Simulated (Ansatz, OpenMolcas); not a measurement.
Worked example: the enthalpy of formation of CH3NO (formamide)

The species is CH3NO (6 atoms), meant as a singlet with charge 0. As SMILES, `NC=O`. Geometry: relaxed at PBE0-D4/def2-TZVP. This is one conformer, not always the lowest.

```xyz
6

N     0.1357   -0.5910   -0.3330
C    -0.1343    0.5616    0.3177
O    -1.2279    0.9027    0.6945
H    -0.6142   -1.2318   -0.5315
H     1.0688   -0.8196   -0.6225
H     0.7719    1.1781    0.4748
```

Total energies at TPSS/def2-TZVP (OpenMolcas 26.06); the atoms run unrestricted:

```tsv
species	state	energy (Eh)
CH3NO	singlet	-169.989730
N	quartet	-54.612933
C	triplet	-37.864593
O	triplet	-75.104849
H	doublet	-0.499867
```

Harmonic wavenumbers at PBE0-D4/def2-TZVP, in cm⁻¹: 243, 570, 650, 1050, 1063, 1287, 1420, 1620, 1832, 2957, 3611, 3752.

Measured heats of formation of the gaseous atoms at 298.15 K, in kJ/mol: N 472.4, C 716.9, O 249.2, H 218.0. Spin-orbit lowering of the atoms at 298 K (mean of the ground term's levels less their thermal mean, from spectra), in kJ/mol: C 0.02, O 0.40. Take 1 Eh = 2625.50 kJ/mol, 1 cm⁻¹ = 0.0119627 kJ/mol, RT = 2.479 kJ/mol.

Task: What heat of formation follows?

Result: 
1. Electronic atomisation energy: (-54.612933) + (-37.864593) + (-75.104849) + 3 × (-0.499867) − (-169.989730) = 0.907754 Eh = 2383.3 kJ/mol.
2. Zero-point energy: half the sum of the wavenumbers, 10027.5 cm⁻¹ = 120.0 kJ/mol.
3. Thermal vibrational enthalpy, Σ hcν̃/(exp(hcν̃/kT) − 1): 2.3 kJ/mol. Translation, rotation and pV of a non-linear molecule: 4 RT = 9.9 kJ/mol.
4. The 6 free atoms carry 5/2 RT each: 37.2 kJ/mol.
5. Spin-orbit coupling lowers the free atoms by 0.02 + 0.40 = 0.4 kJ/mol.
6. Atomisation enthalpy at 298 K: 2383.3 − 0.4 − 120.0 − 2.3 − 9.9 + 37.2 = 2287.9 kJ/mol.
7. Sum of the atoms' heats of formation: 2092.5 kJ/mol. Heat of formation: 2092.5 − 2287.9 = -195.4 kJ/mol.

The tabulated value is -193.9 kJ/mol (CRC Handbook of Chemistry and Physics), so this level is off by -1.5 kJ/mol, or 0.1 % of the atomisation enthalpy. Anharmonicity and any spin-orbit splitting of the molecule are left out.
